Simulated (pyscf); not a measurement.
Thermochemistry of product channels of H₂B–CH₃ + CH₄ on the singlet surface, in kcal/mol, from ωB97M-D3(BJ)/def2-TZVP energies (ideal gas, 1 atm, RRHO with modes under 100 cm⁻¹ raised to 100, one conformer, R ln 2 for chiral ones without a mode under 150 cm⁻¹). Structures and frequencies: ωB97X-D3(BJ)/def2-SVP in PySCF.

```
products             ΔE  ΔH(298 K)  ΔG(298 K)  ΔG(1200 K)
----------------  -----  ---------  ---------  ----------
H₃C–BH–CH₃ + H₂    +3.8       +0.7       +2.0        +2.8
H₂B–CH₂–CH₃ + H₂  +18.8      +15.6      +17.0       +18.6
```

These are energies of the channels, which say nothing of barriers.
